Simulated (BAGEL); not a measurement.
# BH3O2 (SMILES OBO), step by step

Wanted: the energy (HF/cc-pVDZ), then a single-point energy (NEVPT2(2,2)/cc-pVDZ), then the energy (CASPT2(2,2)/cc-pVDZ) of BH3O2. 

The calculation is run with BAGEL 1.2.2.

2 further runs of the same task are left out: 2 set aside as unsound or not needed.

## 1. The system as given

BH3O2 has 6 atoms, charge 0, and is taken as a singlet. SMILES: `OBO`. The B2–H5 distance was set to 1.626 Å, away from the relaxed value. At this shape a bond of the SMILES string is far longer than usual.

Bond lengths: O1–B2 1.356 Å, B2–O3 1.356 Å, O1–H4 0.958 Å, O3–H6 0.958 Å. Angles: O1–B2–O3 116.8°, B2–O1–H4 112.7°, B2–O3–H6 112.7°. A long bond or contact: B2–H5 1.626 Å.

## 2. A single-point energy at HF/cc-pVDZ (density fitting with svp-jkfit) (run 1)

input.json reads:

```json
{ "bagel": [

{
  "title": "molecule",
  "basis": "cc-pvdz.json",
  "df_basis": "svp-jkfit",
  "angstrom": "true",
  "geometry": [
    { "atom": "O", "xyz": [   -1.382081,   -0.712603,    0.064283 ] },
    { "atom": "B", "xyz": [   -0.156381,   -0.160003,    0.243183 ] },
    { "atom": "O", "xyz": [    0.374719,   -0.241903,    1.488583 ] },
    { "atom": "H", "xyz": [   -1.700581,   -0.621603,   -0.834517 ] },
    { "atom": "H", "xyz": [    0.637800,    0.565600,   -0.976100 ] },
    { "atom": "H", "xyz": [    1.239319,    0.165997,    1.548883 ] }
  ]
},
{ "title": "hf", "charge": 0 },
{ "title": "print", "file": "orbitals.molden", "orbitals": "true" }

]}
```

The basis set cc-pVDZ is read from a file made from the Basis Set Exchange's data (not shown).

Started as:

```
BAGEL_NUM_THREADS=1 BAGEL input.json > input.out
```

Output:

```text
* using 1 threads per process

  ===============================================================
  ===============================================================

  *** Geometry ***

  { "atom" : "O", "xyz" : [     -2.611755,     -1.346625,      0.121477 ] },
  { "atom" : "B", "xyz" : [     -0.295517,     -0.302362,      0.459549 ] },
  { "atom" : "O", "xyz" : [      0.708116,     -0.457130,      2.813014 ] },
  { "atom" : "H", "xyz" : [     -3.213632,     -1.174659,     -1.577009 ] },
  { "atom" : "H", "xyz" : [      1.205267,      1.068829,     -1.844562 ] },
  { "atom" : "H", "xyz" : [      2.341973,      0.313689,      2.926965 ] },

  Number of auxiliary basis functions:      283

  Since a DF basis is specified, we compute 2- and 3-index integrals:
    o Being stored without compression. Storage requirement is 0.007 GB

  Number of basis functions:       57
  Number of electrons      :       24

    * METHOD: MOLECULE                             0.07

  *** RHF ***

  === Nuclear Repulsion ===
    65.5532302669

      * DIIS with orbital gradients will be used.

  === RHF iteration (cc-pvdz.json) ===
      0       -175.94668158          0.02773530           0.01
      1       -176.12199282          0.01948224           0.01
      2       -176.22664423          0.00188800           0.01
      3       -176.22805086          0.00037206           0.01
      4       -176.22809009          0.00009411           0.01
      5       -176.22809320          0.00001391           0.01
      6       -176.22809332          0.00000393           0.01
      7       -176.22809333          0.00000086           0.01
      8       -176.22809333          0.00000025           0.01
      9       -176.22809333          0.00000004           0.01
     10       -176.22809333          0.00000001           0.01
     11       -176.22809333          0.00000000           0.01
    * SCF iteration converged.

    * Permanent dipole moment:
           (   -0.307359,    -0.280766,     0.472063) a.u.

    * METHOD: HF                                   0.17

    * METHOD: PRINT                                0.01

  ===============================================================
```

Wall time 0.38 s (1 thread of Arm Neoverse V1, shared host); peak memory 0.15 GiB.

## 3. A single-point energy at NEVPT2(2,2)/cc-pVDZ (density fitting with svp-jkfit) (run 2)

job.json reads:

```json
{ "bagel" : [

{
  "title" : "molecule",
  "basis" : "cc-pvdz.json",
  "df_basis" : "svp-jkfit",
  "angstrom" : true,
  "geometry" : [
    { "atom" : "O", "xyz" : [      -1.382081,      -0.712603,       0.064283 ] },
    { "atom" : "B", "xyz" : [      -0.156381,      -0.160003,       0.243183 ] },
    { "atom" : "O", "xyz" : [       0.374719,      -0.241903,       1.488583 ] },
    { "atom" : "H", "xyz" : [      -1.700581,      -0.621603,      -0.834517 ] },
    { "atom" : "H", "xyz" : [       0.637800,       0.565600,      -0.976100 ] },
    { "atom" : "H", "xyz" : [       1.239319,       0.165997,       1.548883 ] }
  ]
},

{ "title" : "hf" },

{ "title" : "nevpt2", "nstate" : 1, "nact" : 2, "nclosed" : 11, "active" : [12, 15], "maxiter" : 200, "natocc" : true, "ncore" : 3 },

{ "title" : "print", "file" : "orbitals.molden", "orbitals" : true }

]}
```

The basis set cc-pVDZ is read from a file made from the Basis Set Exchange's data (not shown).

Started as:

```
BAGEL_NUM_THREADS=1 BAGEL job.json > job.out
```

Output:

```text
* using 1 threads per process

  ===============================================================
  ===============================================================

  *** Geometry ***

  { "atom" : "O", "xyz" : [     -2.611755,     -1.346625,      0.121477 ] },
  { "atom" : "B", "xyz" : [     -0.295517,     -0.302362,      0.459549 ] },
  { "atom" : "O", "xyz" : [      0.708116,     -0.457130,      2.813014 ] },
  { "atom" : "H", "xyz" : [     -3.213632,     -1.174659,     -1.577009 ] },
  { "atom" : "H", "xyz" : [      1.205267,      1.068829,     -1.844562 ] },
  { "atom" : "H", "xyz" : [      2.341973,      0.313689,      2.926965 ] },

  Number of auxiliary basis functions:      283

[... 21 lines left out ...]
    * SCF iteration converged.
[... 1 line left out ...]
    * Permanent dipole moment:
[... 28 lines left out ...]
    * Second-order optimization converged. *

     guess   0:   closed 1.                   open ..

  === FCI iteration ===

      0  0      -176.22737909     7.48e-02      0.00
      1  0      -176.25104976     1.87e-03      0.00
      2  0 *    -176.25107251     4.42e-16      0.00

     * ci vector, state   0, <S^2> = 0.0000
       2.     0.9876992454
       .2    -0.1563655994

  === DF-NEVPT2 calculation ===

    * 3-index integral transformation done
    * assembly done

      NEVPT2 correlation energy:   -0.4442937853      0.06

          (+0)     -0.4075145554
          (+0)'    -0.0052950570
          (+1)     -0.0101580436
          (+1)'    -0.0000000000
          (+2)     -0.0001642691
          (-1)     -0.0132229311
          (-1)'     0.0000000000
          (-2)     -0.0079389291

      NEVPT2 total energy:       -176.6953663003

    * METHOD: NEVPT2                               0.67

    * METHOD: PRINT                                0.01

  ===============================================================
```

It took 1.1 s on 1 thread of Arm Neoverse V1, shared host; peak memory 0.15 GiB.

## 4. A single-point energy at CASPT2(2,2)/cc-pVDZ (density fitting with svp-jkfit) (run 3)

input.json reads:

```json
{ "bagel" : [

{
  "title" : "molecule",
  "basis" : "cc-pvdz.json",
  "df_basis" : "svp-jkfit",
  "angstrom" : true,
  "geometry" : [
    { "atom" : "O", "xyz" : [   -1.382081,   -0.712603,    0.064283 ] },
    { "atom" : "B", "xyz" : [   -0.156381,   -0.160003,    0.243183 ] },
    { "atom" : "O", "xyz" : [    0.374719,   -0.241903,    1.488583 ] },
    { "atom" : "H", "xyz" : [   -1.700581,   -0.621603,   -0.834517 ] },
    { "atom" : "H", "xyz" : [    0.637800,    0.565600,   -0.976100 ] },
    { "atom" : "H", "xyz" : [    1.239319,    0.165997,    1.548883 ] }
  ]
},
{
  "title" : "hf"
},
{
  "title" : "casscf",
  "nstate" : 1,
  "nact" : 2,
  "nclosed" : 11,
  "active" : [12, 15],
  "maxiter" : 200,
  "natocc" : true
},
{
  "title" : "print",
  "file" : "orbitals.molden",
  "orbitals" : true
},
{
  "title" : "smith",
  "method" : "caspt2",
  "ms" : true,
  "xms" : true,
  "sssr" : true,
  "shift" : 0.2,
  "shift_imag" : true,
  "ncore" : 3
}

]}
```

The basis set cc-pVDZ is read from a file made from the Basis Set Exchange's data (not shown).

Started as:

```
BAGEL_NUM_THREADS=1 BAGEL input.json > input.out
```

Output:

```text
* using 1 threads per process

  ===============================================================
  ===============================================================

  *** Geometry ***

  { "atom" : "O", "xyz" : [     -2.611755,     -1.346625,      0.121477 ] },
  { "atom" : "B", "xyz" : [     -0.295517,     -0.302362,      0.459549 ] },
  { "atom" : "O", "xyz" : [      0.708116,     -0.457130,      2.813014 ] },
  { "atom" : "H", "xyz" : [     -3.213632,     -1.174659,     -1.577009 ] },
  { "atom" : "H", "xyz" : [      1.205267,      1.068829,     -1.844562 ] },
  { "atom" : "H", "xyz" : [      2.341973,      0.313689,      2.926965 ] },

  Number of auxiliary basis functions:      283

[... 21 lines left out ...]
    * SCF iteration converged.
[... 1 line left out ...]
    * Permanent dipole moment:
[... 27 lines left out ...]
    * Second-order optimization converged. *
[... 9 lines left out ...]
     * ci vector, state   0, <S^2> = 0.0000
[... 16 lines left out ...]
    * Zeroth order energy : state  0       -0.8510206292
[... 4 lines left out ...]
       #      aibj      arbs      arbi      airj      risj      airs      arst      rist         Etot      error   time
[... 2 lines left out ...]
       0  -0.40719  -0.00973  -0.01368  -0.01098  -0.00024  -0.00473  -0.00000  -0.00000   -0.4465487  0.0011279   0.03
       1  -0.40729  -0.00976  -0.01370  -0.01111  -0.00025  -0.00481   0.00000  -0.00000   -0.4469264  0.0001570   0.02
       2  -0.40730  -0.00976  -0.01370  -0.01111  -0.00025  -0.00480  -0.00000  -0.00000   -0.4469332  0.0000275   0.02
       3  -0.40730  -0.00976  -0.01370  -0.01111  -0.00025  -0.00480   0.00000  -0.00000   -0.4469334  0.0000056   0.02
       4  -0.40730  -0.00976  -0.01370  -0.01111  -0.00025  -0.00480   0.00000  -0.00000   -0.4469334  0.0000010   0.03

      ------------------------------------------------------------------------------------------------------------------

    * CASPT2 energy : state  0     -176.6995398582
        w/o shift correction       -176.6980059336
        reference weight              0.8922307271

    * METHOD: SMITH                                0.19

  ===============================================================
```

Wall time 1.1 s (1 thread of Arm Neoverse V1, shared host); peak memory 0.15 GiB.

## 5. Summary of results

| quantity | value |
| --- | --- |
| run 1, HF/cc-pVDZ: total energy | -176.22809 Eh |
| run 1, HF/cc-pVDZ: dipole moment | 1.60 D |
| run 1, HF/cc-pVDZ: HOMO energy | -11.63 eV |
| run 1, HF/cc-pVDZ: LUMO energy | 4.80 eV |
| run 1, HF/cc-pVDZ: HOMO–LUMO gap | 16.42 eV |
| run 2, NEVPT2(2,2)/cc-pVDZ: total energy | -176.69537 Eh |
| run 3, CASPT2(2,2)/cc-pVDZ: total energy | -176.69954 Eh |
